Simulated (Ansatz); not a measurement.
Rutile MnO₂, treated with LDA in Ansatz (plane waves, PAW).

Settings: plane-wave cutoff 500 eV, 10×10×14 k mesh (along the axes of the cell as run), Fermi–Dirac smearing 0.05 eV, magnetic order afm, spin-polarised with opposed moments, scalar-relativistic PAW data made under PBE.

Computed at the level's own relaxed cell.

Task: What does this level give for the equilibrium volume per atom and magnetic moment (largest site, within a sphere)?

Result: 
equilibrium volume per atom: 8.69 Å³/atom
magnetic moment (largest site, within a sphere): 1.94 μB

The run finds no gap.

Note: the collinear magnetic order is the start's and need not be the measured one.

Moments are spin moments.

Static lattice: no zero-point or thermal effects.

Ansatz is a first-principles code.
